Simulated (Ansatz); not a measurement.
The input, for Ansatz 0.2.0:

```yaml
crystal:
  periodic: [false, false, false]
  atoms:
    - {symbol: B, position_ang: [0.000000, 0.000000, -1.472133]}
    - {symbol: C, position_ang: [0.000000, 0.000000, -0.102133]}
    - {symbol: Si, position_ang: [0.000000, 0.000000, 1.574267]}
basis:
  gaussian: {orbitals: 6-31G}
correlation: {method: fic_mrcisd_q, electrons: valence, active_space: {window: {electrons: 5, orbitals: 5}}}
magnetization: {spin_polarized: true, initial_magnetization: 3}
```

```sh
$ ansatz run in.yaml --threads 1 --pin off --events-out ev --progress --plain --max-ram 2393MiB
```

Task: One thing in this input was set wrong on purpose, beside settings that are merely unusual. What is the gravest fault, and what does the program do?

Result: Active space on unrestricted orbitals. How the run ends: refused.
```
Error: invalid value for `correlation.active_space`: it starts from restricted Hartree–Fock orbitals; set hamiltonian.xc: hf without magnetization.spin_polarized
```
